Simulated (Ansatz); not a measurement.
**Al₂H₂+ (doublet): the correlation ladder, def2-TZVPP**

An exercise on one series of results from a longer session: the logs are not shown, and one member is left open.

Program: Ansatz 0.2.0, Gaussian basis. Level of theory: def2-TZVPP, core rule «outside noble gas», up to 10 orbitals frozen. These are calculated values, not measurements.

To be run: UHF; ROHF; CCSD(T) on UHF.

2 further runs of the same task are left out: 2 set aside as unsound or not needed.

## What is computed

The geometry is a PBE0/def2-TZVP stationary point (not a proven minimum) of the parent state, kept for this charge and spin.

4 atoms, charge 1, spin multiplicity 2.

Atoms are counted from 1 here; the program's logs count them from 0.

Bond lengths: Al1–Al2 2.300 Å, Al1–H3 1.575 Å, Al2–H4 1.575 Å. Angles: Al2–Al1–H3 180.0°, Al1–Al2–H4 180.0°.

The first run:

in.yaml reads:

```yaml
crystal:
  periodic: [false, false, false]
  atoms:
    - {symbol: Al, position_ang: [0.000000, 0.000000, 1.150006]}
    - {symbol: Al, position_ang: [0.000000, 0.000000, -1.150006]}
    - {symbol: H, position_ang: [0.000000, 0.000000, 2.724549]}
    - {symbol: H, position_ang: [0.000000, 0.000000, -2.724549]}
basis:
  gaussian: {orbitals: def2-TZVPP}
total_charge: 1
magnetization: {spin_polarized: true, initial_magnetization: 1}
hamiltonian: {xc: hf}
output: {orbitals: {seedname: orbitals}}
```

Command:

```console
ansatz run in.yaml --threads 1 --pin off --events-out ev --progress --plain --max-ram 4096MiB --backend cpu
```

Among the steps run: UHF; ROHF; CCSD(T) on UHF.

One of the session's tables, all rows but one given; the rest of the session is left out.

| method | from UCCSD(T) (meV) |
| --- | --- |
| ROHF | +3879.4 |
| UHF | ? |
| UMP2 | +917.3 |
| UCCSD | +98.4 |
| UCCSD(T) | 0 |

Q: Estimate the row for UHF from the others.

**Answer.** from UCCSD(T) (meV): +3800.2. In the column «from UCCSD(T) (meV)» it lies between UMP2 (+917.3) and ROHF (+3879.4).
